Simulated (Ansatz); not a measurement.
`C=COCCC`, relaxed with RKS PBE0-D4/def2-TZVP in Ansatz 0.2.0 from a GFN2-xTB geometry. The force threshold is 0.005 eV/Å; the program also tests the step.

Total charge 0; spin multiplicity 1.

Start:

```xyz
16

C     1.052   -0.529    2.524
C    -0.127   -0.110    2.090
O    -0.483    0.278    0.846
C     0.512    0.250   -0.159
C    -0.112    0.722   -1.469
C    -1.131   -0.277   -2.002
H     1.919   -0.616    1.895
H     1.176   -0.803    3.554
H    -0.982   -0.033    2.749
H     0.901   -0.772   -0.269
H     1.343    0.910    0.126
H     0.685    0.871   -2.198
H    -0.599    1.682   -1.290
H    -0.652   -1.226   -2.232
H    -1.904   -0.450   -1.258
H    -1.597    0.103   -2.908
```

| step | energy (eV) | largest force (eV/Å) | largest move (Å) |
| --- | --- | --- | --- |
| 1 | -7388.7318 | 0.494 | 0.000 |
| 2 | -7388.7489 | 0.204 | 0.034 |
| 3 | -7388.7526 | 0.047 | 0.031 |
| 4 | -7388.7531 | 0.041 | 0.019 |
| 5 | -7388.7534 | 0.029 | 0.026 |
| 6 | -7388.7536 | 0.015 | 0.009 |
| 7 | -7388.7536 | 0.006 | 0.002 |
| 8 | -7388.7536 | 0.003 | 0.002 |

End:

```xyz
16

C     1.064   -0.518    2.495
C    -0.140   -0.143    2.071
O    -0.501    0.248    0.838
C     0.513    0.266   -0.150
C    -0.100    0.703   -1.459
C    -1.147   -0.263   -1.983
H     1.938   -0.553    1.860
H     1.181   -0.805    3.531
H    -0.996   -0.118    2.737
H     0.950   -0.738   -0.239
H     1.309    0.953    0.162
H     0.713    0.812   -2.184
H    -0.535    1.699   -1.325
H    -0.716   -1.254   -2.152
H    -1.967   -0.373   -1.272
H    -1.565    0.084   -2.930
```

Run time 43 s (2 threads of an AMD EPYC 7R13 on a shared host and a share of an NVIDIA H100 80 GB); peak host memory 0.86 GiB.
